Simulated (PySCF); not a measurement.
Calculation: B3LYP-D3(BJ)/def2-TZVP // r2SCAN-D4/def2-SVP in PySCF. Gas-phase values, no solvent. B3LYP has the VWN-RPA correlation part, as in Gaussian. 

Reference species (SMILES): `[OH]` (neutral, multiplicity 2).

| Property | Result |
|---|---|
| dipole moment | 1.77 D |
| highest occupied spin orbital | -8.84 eV |

Changed species: `[SH]` (free radical SH; the reference has free radical OH).

Q: Give the shifts of the dipole moment and highest occupied spin orbital.

A: the dipole moment falls by 0.91 D, to 0.86 D; the highest occupied spin orbital goes up by 1.67 eV, to -7.17 eV.
